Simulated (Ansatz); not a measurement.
# BHO2 (triplet): the correlation ladder, def2-QZVPP

An exercise on one series of results from a longer session: the logs are not shown, and one member is left open.

Computed with Ansatz 0.2.0, Gaussian basis. Level: def2-QZVPP, core rule «outside noble gas», up to 3 orbitals frozen.

Plan: UHF; ROHF; CCSD(T) on UHF.

2 further runs of the same task are left out: 2 set aside as unsound or not needed. Runs told in other sessions of the task aren't counted.

## What is computed

The geometry is a PBE0/def2-TZVP stationary point (not a proven minimum) of the parent state, kept for this charge and spin.

4 atoms, charge 0, spin multiplicity 3.

Atoms are counted from 1 here; the program's logs count them from 0.

Bond lengths: O1–B2 1.211 Å, B2–O3 1.322 Å, O3–H4 0.960 Å. Angles: O1–B2–O3 177.5°, B2–O3–H4 117.0°.

Set-up of the first run:

Input file in.yaml:

```yaml
crystal:
  periodic: [false, false, false]
  atoms:
    - {symbol: O, position_ang: [0.000000, 0.037717, 1.291429]}
    - {symbol: B, position_ang: [0.000000, 0.005237, 0.081329]}
    - {symbol: O, position_ang: [0.000000, -0.087552, -1.237247]}
    - {symbol: H, position_ang: [0.000000, 0.734879, -1.732370]}
basis:
  gaussian: {orbitals: "def2-QZVPP.json"}
magnetization: {spin_polarized: true, initial_magnetization: 2}
hamiltonian: {xc: hf}
output: {orbitals: {seedname: orbitals}}
```

On the command line:

```sh
$ ansatz run in.yaml --threads 1 --pin off --events-out ev --progress --plain --max-ram 2393MiB
```

Steps of the session up to this table: UHF; ROHF; CCSD(T) on UHF.

One table of the session follows, with a row left open; its other results are not shown here.

| method | from UCCSD(T) (kcal/mol) |
| --- | --- |
| ROHF | +371.29 |
| UHF | ? |
| UMP2 | +25.21 |
| UCCSD | +15.84 |
| UCCSD(T) | 0 |

**Question.** Estimate the row for UHF.

The run gave: from UCCSD(T) (kcal/mol): +368.02. In the column «from UCCSD(T) (kcal/mol)» it lies between UMP2 (+25.21) and ROHF (+371.29).
